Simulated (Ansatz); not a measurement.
C₅H₁₁N (`NC1CCCC1`), one more setting.

```yaml
crystal:
  periodic: [false, false, false]
  atoms:
    - {symbol: N, position_ang: [0.077010, -1.999779, 1.075508]}
    - {symbol: C, position_ang: [0.283528, -0.628129, 0.657957]}
    - {symbol: C, position_ang: [0.797651, -0.371571, -0.760260]}
    - {symbol: C, position_ang: [0.561044, 1.121375, -0.959697]}
    - {symbol: C, position_ang: [-0.728174, 1.432043, -0.163573]}
    - {symbol: C, position_ang: [-1.007418, 0.185018, 0.688881]}
    - {symbol: H, position_ang: [0.944736, -2.520706, 1.040515]}
    - {symbol: H, position_ang: [-0.569986, -2.460688, 0.444763]}
    - {symbol: H, position_ang: [0.995300, -0.178995, 1.363524]}
    - {symbol: H, position_ang: [0.189958, -0.957099, -1.461878]}
    - {symbol: H, position_ang: [1.840089, -0.669765, -0.900053]}
    - {symbol: H, position_ang: [1.401932, 1.685087, -0.545754]}
    - {symbol: H, position_ang: [0.483496, 1.402492, -2.011581]}
    - {symbol: H, position_ang: [-1.565749, 1.647993, -0.829697]}
    - {symbol: H, position_ang: [-0.593456, 2.318234, 0.459976]}
    - {symbol: H, position_ang: [-1.801565, -0.419441, 0.235091]}
    - {symbol: H, position_ang: [-1.327396, 0.413431, 1.706478]}
basis:
  gaussian: {orbitals: cc-pVTZ}
hamiltonian: {xc: {name: wPBEh}, pseudopotentials: {relativity: scalar}}
output: {forces: true}
```

```sh
$ ansatz run in.yaml --threads 2 --pin off --events-out ev --progress --plain --max-ram 32768MiB --backend cuda --devices 0, --max-vram 18GiB
```

Output, abridged:

```
Functional definition: wPBEh
1703 factors; their error is unknown
127 factors; integrals over basis functions are off by at most 2.5e-7 eV
mean field evaluation 1: about -6838.0803 eV, gradient 7.8e1 eV
mean field evaluation 2: about -6823.3336 eV, gradient 1.1e2 eV
mean field evaluation 4: about -6851.9883 eV, gradient 4.5e0 eV
mean field evaluation 8: about -6852.0484 eV, gradient 1.1e-1 eV
mean field evaluation 16: about -6852.0226 eV, gradient 4.9e-4 eV
mean field -6852.02258956 eV, -251.8071856986 hartree, gradient 1.1e-5 eV, S^2 0.000000; 0 other end points of the search recorded, 0 dependent functions left out
reference -6852.02263304 eV, -251.8071872964 hartree; 24, 24 occupied and 310, 310 virtual orbitals, 1703 factors
Total energy: -6852.02263304 eV, -251.8071872964 hartree
Relativity: scalar
Atom 0 at     0.077010    -1.999779     1.075508 Å, force    -0.007433    -0.074269     0.026171 eV/Å
Atom 1 at     0.283528    -0.628129     0.657957 Å, force     0.037130     0.009532     0.009233 eV/Å
Atom 2 at     0.797651    -0.371571    -0.760260 Å, force     0.024613    -0.020908    -0.031869 eV/Å
Atom 3 at     0.561044     1.121375    -0.959697 Å, force     0.037773     0.038423    -0.041326 eV/Å
Atom 4 at    -0.728174     1.432043    -0.163573 Å, force    -0.037503     0.055735    -0.001932 eV/Å
Atom 5 at    -1.007418     0.185018     0.688881 Å, force    -0.043074    -0.011949     0.033373 eV/Å
Atom 6 at     0.944736    -2.520706     1.040515 Å, force    -0.050746     0.023782    -0.014263 eV/Å
Atom 7 at    -0.569986    -2.460688     0.444763 Å, force     0.051813     0.021605     0.019726 eV/Å
Atom 8 at     0.995300    -0.178995     1.363524 Å, force    -0.028611    -0.022153    -0.028754 eV/Å
Atom 9 at     0.189958    -0.957099    -1.461878 Å, force     0.024715     0.017324     0.026916 eV/Å
Atom 10 at     1.840089    -0.669765    -0.900053 Å, force    -0.038350     0.009376     0.001352 eV/Å
Atom 11 at     1.401932     1.685087    -0.545754 Å, force    -0.031598    -0.018671    -0.018403 eV/Å
Atom 12 at     0.483496     1.402492    -2.011581 Å, force     0.004303    -0.006576     0.039886 eV/Å
Atom 13 at    -1.565749     1.647993    -0.829697 Å, force     0.031326    -0.003726     0.024786 eV/Å
Atom 14 at    -0.593456     2.318234     0.459976 Å, force    -0.008081    -0.031139    -0.024333 eV/Å
Atom 15 at    -1.801565    -0.419441     0.235091 Å, force     0.025724     0.021086     0.017624 eV/Å
Atom 16 at    -1.327396     0.413431     1.706478 Å, force     0.008000    -0.007471    -0.038187 eV/Å
Dipole moment:     0.099266    -0.012309    -0.217330 e Å
```

It took 7.5 s on 2 threads of an AMD EPYC 7R13 on a shared host and a share of an NVIDIA H100 80 GB, with 1 GiB of host memory at the peak.
